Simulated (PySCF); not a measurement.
PySCF input (M06-2X/6-31G* (5d)):

```python
from pyscf import gto, dft

mol = gto.M(
    atom='''
    C     0.05391172    0.80080368   -0.10182354
    N    -0.07202677   -0.70518643   -0.08531619
    H     0.20860883   -1.14742715    0.80112789
    H    -1.05121284   -0.94323814   -0.19400284
    H    -0.09433519    1.20392142    0.92877463
    H     1.11765621    1.01822688   -0.32774514
    ''',
    basis='6-31g*',
    charge=-1,
    spin=0,
    verbose=4,
)

mf = dft.RKS(mol, xc='m062x')
mf.grids.level = 4
mf.conv_tol = 1e-9
mf.max_cycle = 100
mf.max_memory = 1500
mf.kernel()
if not mf.converged:
    mf = mf.newton()
    mf.kernel(mf.make_rdm1())
mf.dip_moment()
```

From the last part of the output:

```
[INPUT]  3 H      0.208608830000  -1.147427150000   0.801127890000 AA    0.394213555866  -2.168323061390   1.513912302851 Bohr   0.0
[INPUT]  4 H     -1.051212840000  -0.943238140000  -0.194002840000 AA   -1.986504366226  -1.782461754844  -0.366612234988 Bohr   0.0
[INPUT]  5 H     -0.094335190000   1.203921420000   0.928774630000 AA   -0.178267673009   2.275081759297   1.755129682144 Bohr   0.0
[INPUT]  6 H      1.117656210000   1.018226880000  -0.327745140000 AA    2.112064138319   1.924169935870  -0.619348553257 Bohr   0.0

nuclear repulsion = 35.5848260071431
number of shells = 20
number of NR pGTOs = 70
number of NR cGTOs = 36
basis = 6-31g*
ecp = {}

******** <class 'pyscf.dft.rks.RKS'> ********
method = RKS
initial guess = minao
damping factor = 0
level_shift factor = 0
DIIS = <class 'pyscf.scf.diis.CDIIS'>
diis_start_cycle = 1
diis_space = 8
diis_damp = 0
SCF conv_tol = 1e-09
SCF conv_tol_grad = None
SCF max_cycles = 100
direct_scf = True
direct_scf_tol = 1e-13
XC library pyscf.dft.libxc version 7.1.2
    S. Lehtola, C. Steigemann, M. J. T. Oliveira, and M. A. L. Marques,  SoftwareX 7, 1–5 (2018)
XC functionals = m062x
    Y. Zhao and D. G. Truhlar,  Theor. Chem. Acc. 120, 215 (2008)
    Y. Zhao and D. G. Truhlar,  Theor. Chem. Acc. 120, 215 (2008)
radial grids:
    Treutler-Ahlrichs [JCP 102, 346 (1995); DOI:10.1063/1.469408] (M4) radial grids

becke partition: Becke, JCP 88, 2547 (1988); DOI:10.1063/1.454033
pruning grids: <function nwchem_prune>
grids dens level: 4
symmetrized grids: False
atomic radii adjust function: <function treutler_atomic_radii_adjust>
small_rho_cutoff = 0
Set gradient conv threshold to 3.16228e-05
Initial guess from minao.
tot grids = 119320
init E= -95.0366226967352
  HOMO = -0.196185845412242  LUMO = 0.0782885492564267  gap/eV = 7.46883
cycle= 1 E= -95.0036860856046  delta_E= 0.0329  |g|= 0.505  |ddm|= 2.06
  HOMO = 0.193391331683992  LUMO = 0.371379266904073  gap/eV = 4.84330
cycle= 2 E= -95.0219062795291  delta_E= -0.0182  |g|= 0.467  |ddm|= 1.18
  HOMO = 0.0884056439191596  LUMO = 0.348978500494327  gap/eV = 7.09055
cycle= 3 E= -95.077376117002  delta_E= -0.0555  |g|= 0.0306  |ddm|= 0.515
  HOMO = 0.0824224097599853  LUMO = 0.354356839927334  gap/eV = 7.39971
cycle= 4 E= -95.0775661699622  delta_E= -0.00019  |g|= 0.0163  |ddm|= 0.0435
  HOMO = 0.0830740008626618  LUMO = 0.353434685582648  gap/eV = 7.35689
cycle= 5 E= -95.0776246724915  delta_E= -5.85e-05  |g|= 0.00376  |ddm|= 0.0172
  HOMO = 0.0821937586540056  LUMO = 0.353256098248907  gap/eV = 7.37598
cycle= 6 E= -95.0776297260174  delta_E= -5.05e-06  |g|= 0.00057  |ddm|= 0.00984
  HOMO = 0.0822043189803736  LUMO = 0.3532347566084  gap/eV = 7.37511
cycle= 7 E= -95.0776299900468  delta_E= -2.64e-07  |g|= 0.000146  |ddm|= 0.0037
  HOMO = 0.0822086747477662  LUMO = 0.353247990540238  gap/eV = 7.37536
cycle= 8 E= -95.0776300130354  delta_E= -2.3e-08  |g|= 2.5e-05  |ddm|= 0.00136
  HOMO = 0.0822108247060194  LUMO = 0.353252753648166  gap/eV = 7.37543
cycle= 9 E= -95.0776300136152  delta_E= -5.8e-10  |g|= 4.24e-06  |ddm|= 0.000211
  HOMO = 0.0822104131419836  LUMO = 0.353251929666541  gap/eV = 7.37542
Extra cycle  E= -95.0776300136278  delta_E= -1.26e-11  |g|= 1.61e-06  |ddm|= 2.01e-05
converged SCF energy = -95.0776300136278

WARN: System has nonzero charge -1; the dipole moment is origin-dependent.
Location of origin: [0. 0. 0.]

Dipole moment(X, Y, Z, Debye): -0.33405, -2.92951,  1.98579
```

The dipole moment of an ion depends on the origin.
